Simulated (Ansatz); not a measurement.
# How far each method lies from full CI for PH, triplet

Geometry: that of the PH⁻, doublet, kept fixed.

```xyz
2

P     0.0000    0.0000    0.0000
H     0.0000    0.0000    1.4426
```

Basis 6-31++G** (Cartesian d functions); Ansatz 0.2.0. Only valence electrons are correlated (noble-gas cores frozen), which leaves 6 electrons in 24 orbitals. Prefix R: restricted or restricted open-shell reference; prefix U: unrestricted. Active spaces: valence = (6e, 5o) chosen from the atoms' valence shells.

Full CI is exact within this basis and frozen core; it isn't the basis-set limit. The frozen core follows each run's orbitals, which can shift R against U totals by a few meV.

For open shells CISD and CISDTQ are restricted-active-space CI with the open shells as a complete middle space.

The UHF ⟨S²⟩ is 2.019, the T1 diagnostic (RCCSD) is 0.0199 and the largest doubles amplitude (RCCSD) is 0.069. The T1 diagnostic (UCCSD) is 0.0143.

| level | E − E(RHF) (eV) |
| --- | --- |
| UHF | -0.1577 |
| RMP2 | -2.2360 |
| UMP2 | -2.2250 |
| RCCSD | -2.7879 |
| UCCSD | -2.7908 |
| RCCSD(T) | -2.8403 |
| UCCSD(T) | -2.8409 |

Estimate how far full CI in 6-31++G** lies from RCCSD(T). The table doesn't fix it; the size of (T) and the diagnostics are the guide.

Full CI in 6-31++G** lies 14 meV below RCCSD(T), which is 27 % of the (T) step (-52 meV). The diagnostics give no warning, yet the rest is a sizeable part of (T).

The other levels:

```json
{"level": "CISD", "E − E(full CI) (meV)": "128", "share of correlation (%)": "95.51", "wall time": "0.6 s"}
{"level": "BCCD(T)", "E − E(full CI) (meV)": "14", "share of correlation (%)": "99.52", "wall time": "0.45 s"}
{"level": "RCCSDT", "E − E(full CI) (meV)": "1", "share of correlation (%)": "99.96", "wall time": "–"}
{"level": "UCCSDT", "E − E(full CI) (meV)": "1", "share of correlation (%)": "99.97", "wall time": "–"}
{"level": "CISDTQ", "E − E(full CI) (meV)": "1", "share of correlation (%)": "99.96", "wall time": "2.7 s"}
{"level": "RCCSDT(Q)", "E − E(full CI) (meV)": "0", "share of correlation (%)": "100.00", "wall time": "2.4 s"}
{"level": "UCCSDT(Q)", "E − E(full CI) (meV)": "0", "share of correlation (%)": "100.01", "wall time": "2.2 s"}
{"level": "CASSCF (valence space)", "E − E(full CI) (meV)": "2301", "share of correlation (%)": "19.37", "wall time": "–"}
{"level": "NEVPT2 (valence space)", "E − E(full CI) (meV)": "540", "share of correlation (%)": "81.08", "wall time": "0.27 s"}
{"level": "MRCISD (valence space)", "E − E(full CI) (meV)": "85", "share of correlation (%)": "97.03", "wall time": "–"}
{"level": "MRCISD+Q (valence space)", "E − E(full CI) (meV)": "-13", "share of correlation (%)": "100.45", "wall time": "0.54 s"}
```

The correlation energy at full CI, counted from RHF, is -2.854 eV. That run took 3.4 s on 1 thread of Arm Neoverse V1, shared host over 1,013,516 determinants.

Times hold each run's SCF and search for its determinant on a shared host, so for small cases they say little of a method's own cost; they ran on 1 thread of Arm Neoverse V1. Some runs computed forces too.

More than 5 meV below full CI, which no variational method can be: MRCISD+Q (valence space).

The full-CI state has the irrep A2 of C2v, in the program's axes (one component, if the state is degenerate).

Natural occupations of full CI about the gap: 1.961 1.945 0.993 0.993 0.040 0.011 0.009 0.009 0.008 0.008; effectively unpaired electrons, Σ n²(2−n)², 2.03.
